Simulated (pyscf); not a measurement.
## Addition across a multiple bond or ene-type step: `[CH3][GaH2]` + `[CH2]=[CH2]` → `[CH3][CH2][CH2][GaH2]`

Gas phase, singlet surface, charge 0. Bonds broken: C1–Ga2. Bonds formed: C1–C8, Ga2–C9. PySCF, gas phase, ωB97X-D3(BJ)/def2-SVP geometries.

Transition state (Å):

```xyz
13

C     -1.7184    -0.3979    -0.2460
Ga    -0.2608     0.2279     1.3055
H     -1.2973    -1.2053    -0.8589
H     -2.4882     0.1427    -0.8079
H     -2.2432    -0.8607     0.6080
H     -1.1340     0.9652     2.3698
H      0.5273    -1.1112     1.4327
C     -0.4150     1.2220    -0.7500
C      0.7072     1.5648     0.0772
H     -0.2558     0.6638    -1.6751
H     -1.2477     1.9282    -0.7935
H      1.6887     1.1921    -0.2296
H      0.6956     2.5573     0.5366
```

One imaginary mode, 551i cm⁻¹; descent along it reached the two sides named, in the forms told below.

| bond | change | reactant side (Å) | saddle | product side |
|---|---|---|---|---|
| C1–Ga2 | breaks | 1.977 | 2.219 | 3.4 |
| C1–C8 | forms | 3.3 | 2.139 | 1.528 |
| Ga2–C9 | forms | 2.6 | 2.058 | 1.972 |

Electronic energies relative to the separated reactants (kcal/mol):

```json
[
 {"level": "ωB97X-D3(BJ)/def2-TZVP", "barrier": "20.7", "reaction energy": "-26.1", "reverse barrier": "46.8"},
 {"level": "PBE/def2-TZVP", "barrier": "17.7", "reaction energy": "-22.3", "reverse barrier": "40.1"},
 {"level": "r²SCAN/def2-TZVP", "barrier": "16.3", "reaction energy": "-23.9", "reverse barrier": "40.2"},
 {"level": "B3LYP-D3(BJ)/def2-TZVP", "barrier": "23.2", "reaction energy": "-21.5", "reverse barrier": "44.7"},
 {"level": "PBE0-D3(BJ)/def2-TZVP", "barrier": "17.2", "reaction energy": "-27.0", "reverse barrier": "44.3"},
 {"level": "M06-2X/def2-TZVP", "barrier": "20.3", "reaction energy": "-23.8", "reverse barrier": "44.1"},
 {"level": "ωB97M-D3(BJ)/def2-TZVP", "barrier": "23.3", "reaction energy": "-23.0", "reverse barrier": "46.3"},
 {"level": "HF/def2-TZVP", "barrier": "41.7", "reaction energy": "-16.0", "reverse barrier": "57.7"}
]
```

With ωB97M-D3(BJ)/def2-TZVP energies and thermal terms (ideal gas, 1 atm, RRHO with modes under 100 cm⁻¹ raised to 100, one conformer, R ln 2 for chiral ones without a mode under 150 cm⁻¹), in kcal/mol:

```tsv
T (K)	ΔH‡	ΔG‡	ΔH	ΔG
298	24.9	37.6	-19.7	-8.3
600	25.0	50.5	-19.6	+3.3
900	25.5	63.1	-18.9	+14.6
1200	26.0	75.6	-18.0	+25.7
```

On the reactant side the descent ends in a bound adduct (not fully relaxed), 11.0 kcal/mol under the separated species and 31.7 kcal/mol under the saddle at ωB97X-D3(BJ)/def2-TZVP. At the saddle there is also a short C–Ga contact that neither side keeps. H₃C–CH₂–CH₂–GaH₂ lies 17.5 kcal/mol over its isomer H₃C–Ga(CH₃)–CH₃ (electronic energy, ωB97M-D3(BJ)/def2-TZVP). One saddle was located; it need not be the lowest between these sides. Elements up to Kr have no core potential and no relativistic terms here.
